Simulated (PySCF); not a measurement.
Frontier levels across methods

Species: CH8BN.
Structure used (PBE0-D3(BJ)/def2-SVP), in Å, numbered top down from 1:
```xyz
11
CH8BN angstrom
C      1.142    0.636   -0.074
B      0.194   -0.659    0.067
N     -1.349   -0.119    0.258
H      2.186    0.317   -0.220
H      0.894    1.276   -0.942
H      1.144    1.286    0.822
H      0.400   -1.332    1.075
H      0.138   -1.357   -0.944
H     -2.001   -0.898    0.345
H     -1.433    0.461    1.094
H     -1.637    0.446   -0.542
```

Basis pcSseg-2 throughout (PySCF), one geometry. Isolated species at its PBE0-D3(BJ)/def2-SVP geometry, gas phase.

Question: How do the orbital energies, the gap and the dipole change with the method?

Answer: 
```json
{"method": "OPBE", "kind": "GGA", "HOMO (eV)": "-5.97", "LUMO (eV)": "-1.01", "gap (eV)": "4.96", "μ (D)": "5.06", "SCF cycles": "14"}
{"method": "BLYP", "kind": "GGA", "HOMO (eV)": "-6.01", "LUMO (eV)": "-1.15", "gap (eV)": "4.86", "μ (D)": "5.05", "SCF cycles": "14"}
{"method": "PBE", "kind": "GGA", "HOMO (eV)": "-6.05", "LUMO (eV)": "-1.10", "gap (eV)": "4.95", "μ (D)": "5.05", "SCF cycles": "14"}
{"method": "LDA", "kind": "LDA", "HOMO (eV)": "-6.05", "LUMO (eV)": "-1.14", "gap (eV)": "4.91", "μ (D)": "5.06", "SCF cycles": "13"}
{"method": "B97-D", "kind": "GGA", "HOMO (eV)": "-6.08", "LUMO (eV)": "-0.96", "gap (eV)": "5.12", "μ (D)": "5.06", "SCF cycles": "13"}
{"method": "KT2", "kind": "GGA", "HOMO (eV)": "-6.14", "LUMO (eV)": "-1.06", "gap (eV)": "5.08", "μ (D)": "4.96", "SCF cycles": "14"}
{"method": "BP86", "kind": "GGA", "HOMO (eV)": "-6.15", "LUMO (eV)": "-0.94", "gap (eV)": "5.22", "μ (D)": "5.07", "SCF cycles": "13"}
{"method": "KT3", "kind": "GGA", "HOMO (eV)": "-6.20", "LUMO (eV)": "-1.31", "gap (eV)": "4.88", "μ (D)": "4.98", "SCF cycles": "13"}
{"method": "B97-2", "kind": "global hybrid", "HOMO (eV)": "-7.13", "LUMO (eV)": "-0.30", "gap (eV)": "6.83", "μ (D)": "5.11", "SCF cycles": "12"}
{"method": "B3LYP", "kind": "global hybrid", "HOMO (eV)": "-7.22", "LUMO (eV)": "-0.68", "gap (eV)": "6.53", "μ (D)": "5.10", "SCF cycles": "12"}
{"method": "PBE0", "kind": "global hybrid", "HOMO (eV)": "-7.37", "LUMO (eV)": "-0.33", "gap (eV)": "7.04", "μ (D)": "5.11", "SCF cycles": "12"}
{"method": "mPW1PW91", "kind": "global hybrid", "HOMO (eV)": "-7.40", "LUMO (eV)": "-0.34", "gap (eV)": "7.06", "μ (D)": "5.12", "SCF cycles": "12"}
{"method": "BHandHLYP", "kind": "global hybrid", "HOMO (eV)": "-8.69", "LUMO (eV)": "0.18", "gap (eV)": "8.87", "μ (D)": "5.15", "SCF cycles": "12"}
{"method": "CAM-B3LYP", "kind": "range-separated hybrid", "HOMO (eV)": "-8.83", "LUMO (eV)": "0.33", "gap (eV)": "9.16", "μ (D)": "5.14", "SCF cycles": "12"}
{"method": "wB97X-D", "kind": "range-separated hybrid", "HOMO (eV)": "-9.29", "LUMO (eV)": "1.44", "gap (eV)": "10.73", "μ (D)": "5.19", "SCF cycles": "12"}
{"method": "LC-wPBE", "kind": "range-separated hybrid", "HOMO (eV)": "-10.17", "LUMO (eV)": "1.54", "gap (eV)": "11.71", "μ (D)": "5.19", "SCF cycles": "12"}
{"method": "HF", "kind": "Hartree–Fock", "HOMO (eV)": "-10.72", "LUMO (eV)": "1.88", "gap (eV)": "12.60", "μ (D)": "5.24", "SCF cycles": "9"}
```

The HOMO spans 4.75 eV, from OPBE down to HF, and the gap runs from 4.86 eV (BLYP) to 12.60 eV (HF). Over the methods OPBE (0 %), BLYP (0 %), PBE (0 %), LDA (0 %), B97-D (0 %), KT2 (0 %), BP86 (0 %), KT3 (0 %), B97-2 (21 %), B3LYP (20 %), PBE0 (25 %), mPW1PW91 (25 %), BHandHLYP (50 %), HF (100 %), a straight line through the gap against the share of exact exchange rises by 0.77 eV for each 10 % (correlation coefficient 0.998). The dipole ranges from 4.96 D (KT2) to 5.24 D (HF). This basis has no diffuse functions.
